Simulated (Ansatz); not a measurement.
Geometry optimisation, UKS B3LYP/def2-SVP (Ansatz 0.2.0).

The input (input.yaml):

```yaml
crystal:
  periodic: [false, false, false]
  atoms:
    - { symbol: B, position_ang: [0.0, 0.0, 0.0] }
    - { symbol: H, position_ang: [0.0, 0.0, 1.44] }
    - { symbol: C, position_ang: [1.3856, 0.0, -0.8] }
    - { symbol: H, position_ang: [1.7152, -1.0462, -0.9702] }
    - { symbol: H, position_ang: [1.2491, 0.508, -1.7774] }
    - { symbol: H, position_ang: [2.1552, 0.5381, -0.2082] }
    - { symbol: H, position_ang: [-1.0305, 0.0, -0.595] }
    - { symbol: C, position_ang: [0.0, 0.0, 2.85] }
    - { symbol: H, position_ang: [-0.5653, -0.8805, 3.2205] }
    - { symbol: H, position_ang: [1.0452, -0.0494, 3.2205] }
    - { symbol: H, position_ang: [-0.4798, 0.9298, 3.2205] }
magnetization:
  spin_polarized: true
  initial_magnetization: 1
basis:
  gaussian: { orbitals: def2-SVP }
hamiltonian:
  xc: b3lyp
relax:
  f_tol: 0.15
  max_steps: 25
  restrain:
    - { distance: [1, 7], at: 2.31, k: 30.0 }
    - { distance: [0, 1], at: 1.19, k: 30.0 }
output:
  orbitals: {}
```

Command:

```bash
$ ansatz run input.yaml --threads 2 --pin off --max-ram 3072MiB --backend cpu --events-out ev --progress --plain --runs-dir out
```

Q: Where does it end, and by what steps?

A: The forces met the threshold. The restraints hold the end off the free minimum. After 7 steps the energy has fallen by 0.580 eV (the restraints' own energy left out); C8 moved furthest, 0.53 Å.

| step | energy less start (eV) | largest force component (eV/Å) | accepted |
| --- | --- | --- | --- |
| 0 | 0.0000 | 1.193 | yes |
| 1 | -0.2696 | 0.837 | yes |
| 2 | -0.3747 | 2.069 | yes |
| 3 | -0.4820 | 0.734 | yes |
| 4 | -0.5638 | 0.559 | yes |
| 5 | -0.5709 | 0.436 | yes |
| 6 | -0.5791 | 0.331 | yes |
| 7 | -0.5801 | 0.338 | yes |

```xyz
11
Properties=species:S:1:pos:R:3
B 0.036 -0.012 -0.130
H 0.006 -0.074 1.068
C 1.391 0.066 -0.898
H 1.623 -1.003 -1.103
H 1.345 0.552 -1.884
H 2.239 0.458 -0.317
H -1.014 -0.054 -0.733
C -0.039 0.017 3.383
H -0.610 -0.910 3.423
H 1.051 -0.015 3.375
H -0.554 0.977 3.417
```

Time of the run: 38 s on 2 threads of Intel(R) Xeon(R) Platinum 8259CL CPU @ 2.50GHz (Skylake/Cascade Lake) (shared host), peak memory 0.2 GiB.
